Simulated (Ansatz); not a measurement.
For hcp Nb (model structure), LDA (Ansatz, a program for electronic structure, plane waves, PAW) gives:

```
Item                              Value
------------------------------  -------
equilibrium lattice constant a  2.808 Å
lattice parameter c             5.171 Å
```

### Question
What does r²SCAN (PAW; Ansatz) give for the same quantities?

### Answer

- lattice constant a: 2.860 Å (increases by 1.9 %)
- lattice parameter c: 5.247 Å (grows by 1.5 %)

Changes are worked out from the printed values.

Unless a cell is named, each level is at its own relaxed cell (LDA 17.66, r²SCAN 18.58 Å³/atom).

Ansatz's density-functional and Hartree–Fock values are scalar-relativistic unless marked +SOC, with PAW data made under PBE.

A model structure was made by putting elements into a prototype or built by hand; it is no filed structure, need not be a known phase, and can be a saddle point held by its symmetry.
